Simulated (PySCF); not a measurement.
(NaH)2 ring, Na2H2.
Z-matrix (Å and degrees, PBE0-D3(BJ)/def2-SVP geometry), rows numbered from 1:
```
Na
H   1  2.1148
Na  2  2.1152  1   83.59
H   1  2.1150  2   96.42  3     0.00
```

Level of theory: TDDFT B3LYP/def2-SVPD, vertical, gas phase, core orbitals frozen in the response in PySCF 2.14.0, density-fitted response routines.

Task: What does the calculation give for the low-lying excited states?

Result: 

```tsv
state	λ (nm)	E (eV)	f	|μ| (D)	main configurations (H = HOMO, L = LUMO)
S1	417.2	2.97	0.0000	0.00	H→L (100%)
S2	327.0	3.79	0.0000	0.00	H→L+2 (99%)
S3	325.1	3.81	0.0010	0.26	H→L+1 (98%)
S4	288.9	4.29	0.216	3.64	H-1→L (98%)
S5	260.5	4.76	0.239	3.64	H→L+3 (98%)
S6	260.0	4.77	0.0000	0.01	H-1→L+1 (64%), H→L+5 (35%)
S7	259.6	4.78	0.0000	0.01	H→L+4 (99%)
S8	243.8	5.09	0.272	3.76	H-1→L+2 (100%)
S9	241.2	5.14	0.0000	0.00	H→L+6 (99%)
S10	238.9	5.19	0.0000	0.00	H→L+5 (64%), H-1→L+1 (34%)
```

Triplets (Tamm–Dancoff): T1 2.88 eV, H→L (98%); T2 3.29 eV, H→L+1 (95%); T3 3.66 eV, H→L+2 (97%); T4 3.97 eV, H-1→L (94%).

The lowest singlet comes at 417 nm (287 kJ/mol) in the visible; it is dark (f under 0.0005); its leading configuration is HOMO→LUMO (100%). The strongest level in the table is S8 at 5.09 eV (244 nm, f = 0.272). S5/S6/S7 lie within about 0.01 eV of each other. Löwdin shares by element: HOMO hydrogen 59%, sodium 41%; LUMO sodium 94%. The oscillator strengths of these states sum to 0.728; summed over the whole spectrum of an exact calculation they would give the number of electrons, 24 (Thomas–Reiche–Kuhn). Of the 10 states listed, 3 reach f = 0.01 and 6 stay under 0.0005. Weighted by f, the mean energy of these states is 4.74 eV. S1 lies in the visible range (380 to 750 nm), at 417 nm, dark in the vertical dipole picture (f under 0.0005); light of that wavelength is violet, and its complementary colour is yellow-green; a Tamm–Dancoff triplet lies at 431 nm, without intensity as long as spin–orbit coupling is left out. All these states lie below the vertical ionisation energy of 7.04 eV (ΔSCF). Only the lowest 10 singlets were computed, as vertical energies without vibronic structure.
